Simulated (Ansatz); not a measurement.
**Structure relaxation of Ti2Br**

All numbers below come from DFT PBE, scalar-relativistic, plane waves, PAW in Ansatz 0.2.0. Cutoff 420 eV, Γ-centred k mesh, Gaussian smearing, no spin polarisation in the final step.

Ti2Br was placed on the anti-fluorite structure type (Fm-3m, No. 225), with Br in place of Ca, Ti in place of F, at a guessed volume.

```
CELL_PARAMETERS angstrom
0.00000 3.06302 3.06302
3.06302 0.00000 3.06302
3.06302 3.06302 0.00000
ATOMIC_POSITIONS crystal
Ti 0.25000 0.25000 0.25000
Ti 0.75000 0.75000 0.75000
Br 0.00000 0.00000 0.00000
```

Steps on the 14×14×14 mesh (3 atoms). 3 of 4 steps are shown, and the free energy counts from the last. Trial steps that were taken back and renewals of the plane-wave basis can be among the rows.

| step | ΔF (meV/atom) | V (Å³/atom) | P (GPa) |
| --- | --- | --- | --- |
| 1 | 3.5 | 19.16 | -2.10 |
| 2 | 0.0 | 18.57 | 0.35 |
| 4 | 0.0 | 18.65 | -0.01 |

A final relaxation ran on a 14×14×14 mesh. The relaxed crystal, Fm-3m (No. 225):

```
Ti Br
1.0
     0.00000    3.03552    3.03552
     3.03552    0.00000    3.03552
     3.03552    3.03552    0.00000
Ti Br
2 1
Direct
  0.25000 0.25000 0.25000
  0.75000 0.75000 0.75000
  0.00000 0.00000 0.00000
```

```
Volume per atom          : 18.65 Å³
Density                  : 5.21 g/cm³
Energy over the elements : 0.41 eV/atom
Gap on the 14×14×14 mesh : 0 eV (a metal)
```

Formation energies are uncorrected and refer to the elements' standard structures at the same level.

The final run used a 14×14×14 mesh on its 3-atom cell and 0.10 eV smearing. The k mesh leaves about 4 meV/atom of noise in metals.

A structure relaxed within its symmetry needn't be a true minimum.

Cost: 2 runs of about 0.94 core-minutes in all, on Arm Neoverse N1 (shared hosts).